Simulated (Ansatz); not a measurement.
Relaxation of AlH₃ (4 atoms, charge 0, multiplicity 1), to a largest force component of 0.03 eV/Å in at most 50 steps.

Theory: RKS B3LYP-D4/def2-SVP in Ansatz.

```xyz
4
Properties=species:S:1:pos:R:3
Al 0.212 0.000 0.122
H 0.771 0.000 1.563
H 1.739 0.000 -0.114
H -1.152 0.000 -0.665
```

Task: Where does it end, and by what steps?

Result: The forces met the threshold. After 4 steps the energy has fallen by 0.959 eV; H2 moved furthest, 0.45 Å.

| step | energy less start (eV) | largest force component (eV/Å) | accepted |
| --- | --- | --- | --- |
| 0 | 0.0000 | 1.893 | yes |
| 1 | -0.6313 | 0.965 | yes |
| 2 | -0.9224 | 0.455 | yes |
| 3 | -0.9582 | 0.103 | yes |
| 4 | -0.9593 | 0.004 | yes |

```xyz
4
Properties=species:S:1:pos:R:3
Al 0.392 0.000 0.226
H 0.393 0.000 1.812
H 1.766 0.000 -0.566
H -0.981 0.000 -0.566
```

Whether the end is a true minimum wasn't checked by a vibrational analysis.

The run took 1.4 s on 1 thread of Intel(R) Xeon(R) 6975P-C (Granite Rapids), on a shared host, peak memory 0.094 GiB.
